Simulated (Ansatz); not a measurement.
`C=N/C=C/CF` at its PBE0-D4/def2-TZVP geometry, where that method's forces vanish. Total charge 0; spin multiplicity 1.

```xyz
12

C     0.9000   -2.0096   -1.4449
N     0.0603   -1.5754   -0.6024
C     0.1652   -0.2422   -0.2182
C    -0.6882    0.2757    0.6604
C    -0.6683    1.6779    1.1372
F     0.3511    2.4068    0.5639
H     1.6937   -1.3860   -1.8765
H     0.8434   -3.0479   -1.7648
H     0.9597    0.3686   -0.6516
H    -1.4660   -0.3622    1.0706
H    -0.5362    1.7141    2.2259
H    -1.6148    2.1801    0.9005
```

(1) What forces (eV/Å) does PBE-D4/def2-TZVPP give on these atoms in the Gaussian-basis code of Ansatz? (Best estimate.)

## Answers

(1) Computed: 
```
C1   0.413 -0.294 -0.442
N2  -0.585  0.118  0.520
C3   0.221 -0.218 -0.256
C4  -0.311  0.226  0.333
C5  -0.225 -0.268  0.089
F6   0.499  0.400 -0.266
H7   0.209  0.140 -0.122
H8   0.002 -0.231 -0.083
H9   0.198  0.146 -0.111
H10 -0.172 -0.142  0.090
H11 -0.003  0.009  0.272
H12 -0.246  0.114 -0.026
```
